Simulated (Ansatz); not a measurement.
Results of G0W0@PBE (plane waves, hard PAW, contour deformation; Ansatz, an electronic-structure program) for zinc-blende MgTe (metastable phase).

The same calculation (at the measured cell, 33.076 Å³/atom) with different numerical settings; throughout: k mesh 2×2×2:

| run | response cutoff (eV) | empty bands | quasiparticle gap on the mesh (eV) | quasiparticle gap at Γ (eV) | rough time |
|---|---|---|---|---|---|
| 1 | 100 | 276 | 3.464 | 3.517 | 10 core-s |
| 2 | 150 | 507 | 3.548 | 3.553 | 30 core-s |
| 3 | 200 | 781 | 3.574 | 3.574 | 90 core-s |
| 4 | 250 | 1091 | 3.584 | 3.584 | 4 core-min |
| 5 | 300 | 1434 | 3.592 | 3.592 | 4 core-min |

In the column quasiparticle gap on the mesh (eV) the first row differs from the last by -0.128 and the next to last by -0.008.

The last row is no converged limit: other settings stay fixed.

Spin–orbit coupling is not included.
